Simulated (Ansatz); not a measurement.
# The cluster AlSi2+: a spread of methods and bases

Aim: run the cluster AlSi2+ under a spread of inputs, and see what each costs and gives.

Method: the settings change from run to run; program: Ansatz 0.2.0, Gaussian basis.

## (1) The molecule

The structure was relaxed beforehand with PBE0-D4 in a triple-zeta def2 set.

3 atoms, charge 1, spin multiplicity 1.

Atoms are counted from 1 here; the program's logs count them from 0.

Bond lengths: Al1–Si2 2.363 Å, Al1–Si3 2.363 Å, Si2–Si3 2.251 Å. Angles: Si2–Al1–Si3 56.9°, Al1–Si2–Si3 61.5°, Al1–Si3–Si2 61.6°.

## (2) rPW86-PBE/aug-cc-pVDZ

Set apart from the defaults: multiplicity 3, finite nuclei, D4 dispersion.

Input file in.yaml:

```yaml
crystal:
  periodic: [false, false, false]
  atoms:
    - {symbol: Al, position_ang: [-0.635580, 1.223837, -0.130395]}
    - {symbol: Si, position_ang: [0.497862, -0.636920, -1.045769]}
    - {symbol: Si, position_ang: [0.137718, -0.586917, 1.176164]}
basis:
  gaussian: {orbitals: aug-cc-pVDZ, nuclear_model: gaussian}
total_charge: 1
magnetization: {spin_polarized: true, initial_magnetization: 2}
hamiltonian: {xc: {name: rPW86-PBE}, dispersion: d4}
output: {forces: true}
```

Launch:

```bash
ansatz run in.yaml --threads 4 --pin off --events-out ev --progress --plain --max-ram 3916MiB
```

Output:

```text
Functional definition: rPW86-PBE
  name "rPW86-PBE"
  cite "Murray, Lee & Langreth, J. Chem. Theory Comput. 5, 2754 (2009) doi:10.1021/ct900365q"
  cite "Perdew, Burke & Ernzerhof, Phys. Rev. Lett. 77, 3865 (1996) doi:10.1103/PhysRevLett.77.3865"
  parent pbe
  exchange = rpw86_x
  correlation = pbe_c
954 factors; their error is unknown
mean field evaluation 1: about -22356.1710 eV, gradient 2.8e1 eV
mean field evaluation 2: about -22313.6546 eV, gradient 6.3e1 eV
mean field evaluation 4: about -22362.2273 eV, gradient 1.5e1 eV
mean field evaluation 8: about -22364.8541 eV, gradient 6.1e-1 eV
mean field evaluation 16: about -22364.7767 eV, gradient 3.7e-3 eV
mean field evaluation 32: about -22364.7767 eV, gradient 7.6e-6 eV
mean field evaluation 64: about -22364.7762 eV, gradient 9.0e-2 eV
mean field evaluation 96: about -22364.2974 eV, gradient 1.2e0 eV
mean field evaluation 128: about -22364.3714 eV, gradient 1.5e-1 eV
mean field -22364.77668572 eV, -821.8903838102 hartree, gradient 7.6e-6 eV, S^2 2.007517; 12 other end points of the search recorded, 0 dependent functions left out
the calculation of the forces begins
reference -22364.77678276 eV, -821.8903873761 hartree; 21, 19 occupied and 60, 62 virtual orbitals, 954 factors
Total energy: -22364.92011404 eV, -821.8956547038 hartree
Atom 0 at    -0.635580     1.223837    -0.130395 Å, force    -1.247586     2.402489    -0.256694 eV/Å
Atom 1 at     0.497862    -0.636920    -1.045769 Å, force     0.567479    -1.192876     0.473817 eV/Å
Atom 2 at     0.137718    -0.586917     1.176164 Å, force     0.680107    -1.209613    -0.217123 eV/Å
Dipole moment:    -0.074046     0.142590    -0.015230 e Å
```

It took 28 s on 4 threads of Arm Neoverse V1, shared host.

Largest force 2.719 eV/Å, ⟨S²⟩ 2.008.

## (3) r2SCAN0/cc-pVTZ

This run has charge +2, multiplicity 2.

Input file in.yaml:

```yaml
crystal:
  periodic: [false, false, false]
  atoms:
    - {symbol: Al, position_ang: [-0.635580, 1.223837, -0.130395]}
    - {symbol: Si, position_ang: [0.497862, -0.636920, -1.045769]}
    - {symbol: Si, position_ang: [0.137718, -0.586917, 1.176164]}
basis:
  gaussian: {orbitals: cc-pVTZ}
total_charge: 2
magnetization: {spin_polarized: true, initial_magnetization: 1}
hamiltonian: {xc: {name: r2SCAN0}}
scf: {omitted_lower_state_checks: [starts]}
output: {forces: true}
```

Launched as before.

Output, cut to the lines that bear on the results:

```text
Functional definition: r2SCAN0
  name "r2SCAN0"
  cite "Bursch, Neugebauer, Ehlert & Grimme, J. Chem. Phys. 156, 134105 (2022) doi:10.1063/5.0086040"
  cite "Furness, Kaplan, Ning, Perdew & Sun, J. Phys. Chem. Lett. 11, 8208 (2020) doi:10.1021/acs.jpclett.0c02405"
  cite "Furness, Kaplan, Ning, Perdew & Sun, J. Phys. Chem. Lett. 11, 9248 (2020) doi:10.1021/acs.jpclett.0c03077"
  parent r2scan
[...]
853 factors; their error is unknown
[...]
mean field -22326.09611157 eV, -820.4688989288 hartree, gradient 4.7e-6 eV, S^2 0.787696; 0 other end points of the search recorded, 0 dependent functions left out
[...]
reference -22326.09612417 eV, -820.4688993916 hartree; 20, 19 occupied and 82, 83 virtual orbitals, 853 factors
Total energy: -22326.09612417 eV, -820.4688993916 hartree
Atom 0 at    -0.635580     1.223837    -0.130395 Å, force    -0.542838     1.045407    -0.111897 eV/Å
Atom 1 at     0.497862    -0.636920    -1.045769 Å, force     0.295302    -0.525627    -0.092800 eV/Å
Atom 2 at     0.137718    -0.586917     1.176164 Å, force     0.247536    -0.519780     0.204696 eV/Å
Dipole moment:    -0.306781     0.590741    -0.063017 e Å
Checks for a lower state left out: starts
```

It took 8.5 s on 4 threads of Arm Neoverse V1, shared host.

Largest force 1.183 eV/Å, ⟨S²⟩ 0.788.

## (4) B3LYP5/def2-mTZVPP

Set apart from the defaults: relativity set to none, the search for lower states set to off.

Input file in.yaml:

```yaml
crystal:
  periodic: [false, false, false]
  atoms:
    - {symbol: Al, position_ang: [-0.635580, 1.223837, -0.130395]}
    - {symbol: Si, position_ang: [0.497862, -0.636920, -1.045769]}
    - {symbol: Si, position_ang: [0.137718, -0.586917, 1.176164]}
basis:
  gaussian: {orbitals: def2-mTZVPP}
total_charge: 1
hamiltonian: {xc: {name: B3LYP5}, pseudopotentials: {relativity: none}}
scf: {lower_state_search: off}
output: {forces: true}
```

The command is unchanged.

Output, cut to the lines that bear on the results:

```text
Functional definition: B3LYP5
  name "B3LYP5"
  cite "Stephens, Devlin, Chabalowski & Frisch, J. Phys. Chem. 98, 11623 (1994) doi:10.1021/j100096a001"
  cite "Becke, Phys. Rev. A 38, 3098 (1988) doi:10.1103/PhysRevA.38.3098"
  cite "Lee, Yang & Parr, Phys. Rev. B 37, 785 (1988) doi:10.1103/PhysRevB.37.785"
  cite "Vosko, Wilk & Nusair, Can. J. Phys. 58, 1200 (1980) doi:10.1139/p80-159"
[...]
688 factors; integrals over basis functions are off by at most 3.9e-4 eV
[...]
mean field -22338.95717630 eV, -820.9415343400 hartree, gradient 3.4e-6 eV, S^2 0.000000; 0 other end points of the search recorded, 0 dependent functions left out
[...]
reference -22338.95736691 eV, -820.9415413449 hartree; 20, 20 occupied and 56, 56 virtual orbitals, 688 factors
Total energy: -22338.95736691 eV, -820.9415413449 hartree
Atom 0 at    -0.635580     1.223837    -0.130395 Å, force    -0.172744     0.332719    -0.035773 eV/Å
Atom 1 at     0.497862    -0.636920    -1.045769 Å, force     0.127639    -0.171842    -0.237594 eV/Å
Atom 2 at     0.137718    -0.586917     1.176164 Å, force     0.045105    -0.160877     0.273367 eV/Å
Dipole moment:    -0.254991     0.491009    -0.052360 e Å
Checks for a lower state left out: stability, starts, cluster_reference, orbital_swaps, neighbouring_geometries, increment
```

Wall time 0.55 s (4 threads of Arm Neoverse V1, shared host).

Largest force 0.377 eV/Å.

## (5) BCCD(T)/def2-mTZVPP

This run has finite nuclei.

Input file in.yaml:

```yaml
crystal:
  periodic: [false, false, false]
  atoms:
    - {symbol: Al, position_ang: [-0.635580, 1.223837, -0.130395]}
    - {symbol: Si, position_ang: [0.497862, -0.636920, -1.045769]}
    - {symbol: Si, position_ang: [0.137718, -0.586917, 1.176164]}
basis:
  gaussian: {orbitals: def2-mTZVPP, nuclear_model: gaussian}
total_charge: 1
hamiltonian: {xc: {name: HF}}
correlation: {method: bccd_t}
scf: {omitted_lower_state_checks: [starts]}
```

Same command.

Output, cut to the lines that bear on the results:

```text
Functional definition: HF
  name "HF"
  cite "Fock, Z. Phys. 61, 126 (1930) doi:10.1007/BF01340294"
  parent pbe
[...]
688 factors; integrals over basis functions are off by at most 3.9e-4 eV
[...]
mean field -22297.17432446 eV, -819.4060428565 hartree, gradient 1.3e-6 eV, S^2 0.000000; 2 other end points of the search recorded, 0 dependent functions left out; unrestricted orbitals would lower it
determinant -22297.17432446 eV, -819.4060428565 hartree, with singles and doubles -22304.19179031 eV, -819.6639299697 hartree
determinant -22294.50795426 eV, -819.3080555587 hartree, with singles and doubles -22300.90374470 eV, -819.5430965224 hartree
determinant -22294.42913477 eV, -819.3051589960 hartree, with singles and doubles -22301.70668888 eV, -819.5726041767 hartree
15 core orbitals not correlated: weight in the atoms' cores, before any rotation towards them, 1.000 or more for the frozen orbitals, at most 0.000 for the correlated occupied ones
reference -22297.17432446 eV, -819.4060428565 hartree; 5, 5 occupied and 56, 56 virtual orbitals, 688 factors
second order -6.22859777 eV of doubles, -0.00000000 eV of singles
cycle   1  -6.90770078 eV  change   -1.3e-1 eV  update   3.9e-2
[...]
cycle  12  -6.92898425 eV  change    9.9e-6 eV  update   5.9e-6
perturbative correction -0.64819061 eV, -0.0238205655 hartree
Total energy: -22304.75149932 eV, -819.6844988965 hartree
Checks for a lower state left out: starts
```

Wall time 1.3 s (4 threads of Arm Neoverse V1, shared host).

## (6) All runs side by side

```
                level  charge  multiplicity  geometry  functions  energy (eV)    time
rPW86-PBE/aug-cc-pVDZ       1             3   relaxed         81   -22364.920    28 s
      r2SCAN0/cc-pVTZ       2             2   relaxed        102   -22326.096   8.5 s
   B3LYP5/def2-mTZVPP       1             1   relaxed         76   -22338.957  0.55 s
  BCCD(T)/def2-mTZVPP       1             1   relaxed         76   -22304.751   1.3 s
```

## (7) Summary of results

```
                                         quantity                        value
                                             runs                            4
                                         quickest   B3LYP5/def2-mTZVPP, 0.55 s
                                          slowest  rPW86-PBE/aug-cc-pVDZ, 28 s
spread of total energies, same state and geometry                      34.2 eV
```

**Reading.** rPW86-PBE/aug-cc-pVDZ took 50 times as long as B3LYP5/def2-mTZVPP. The jobs differ in tasks and options as well as level. Total energies at one charge and spin differ by 34 eV between levels, so only differences within one level mean anything. At the PBE0-D4/def2-TZVP geometry and in the same state, runs without warnings or point charges leave forces up to 0.38 eV/Å (B3LYP5/def2-mTZVPP).
